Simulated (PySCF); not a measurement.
Gas-phase reaction: 3 AlOCl + H2 → AlCl3.H2O + 2 AlO

Method: PySCF energies (xtb for GFN2) plus ideal-gas RRHO corrections (1 bar). S°(298 K) at PBE0/def2-TZVP differs from the NASA 1993 table for AlOCl (+8 J/mol/K); whether the harmonic model or the table's entry is off was not settled. † marks an energy on the PBE0/def2-TZVP geometry and frequencies; other levels use their own. 6-31G* has spherical d functions here. Open shells (unrestricted): AlO (multiplicity 2); the rest are closed-shell singlets. GFN2 has no spin-polarisation term. B3LYP is the form with VWN-RPA correlation. Adducts (AlCl3.H2O) have no counterpoise correction, and HF, PBE, BLYP, B3LYP and PBE0 lack dispersion. AlCl3.H2O: computed as isolated molecules; such fragments, hydroxides, amides, oligomers or adducts are transient or little studied in the gas. The harmonic model lacks anharmonicity and excited electronic states, which grow with temperature; levels with a mode under 35 cm⁻¹ are left out. Soft modes under 120 cm⁻¹ make the harmonic entropy rough for AlCl3.H2O.

ΔH° and ΔS° at 298 K: B3LYP/6-31G* -116 kJ, -95 J/K; GFN2-xTB 219 kJ, -52 J/K; PBE0/def2-QZVP† -129 kJ, -88 J/K; PBE0/def2-SVP† -166 kJ, -88 J/K; PBE0/def2-TZVP -123 kJ, -88 J/K; r2SCAN/def2-TZVP† -105 kJ, -88 J/K.

### Question
With the heat capacities included, give log10 K (1 bar) at 500, 600, 800, 1200, 1600 K from B3LYP/6-31G*, GFN2-xTB, PBE0/def2-QZVP†, PBE0/def2-SVP†, PBE0/def2-TZVP, r2SCAN/def2-TZVP†.

### Answer
```tsv
T (K)	B3LYP/6-31G*	GFN2-xTB	PBE0/def2-QZVP†	PBE0/def2-SVP†	PBE0/def2-TZVP	r2SCAN/def2-TZVP†
500	7.2	-25.6	8.9	12.7	8.2	6.3
600	5.1	-21.7	6.6	9.8	6.0	4.4
800	2.5	-17.0	3.7	6.1	3.3	2.1
1200	-0.1	-12.2	0.9	2.4	0.6	-0.2
1600	-1.4	-9.8	-0.6	0.6	-0.8	-1.4
```
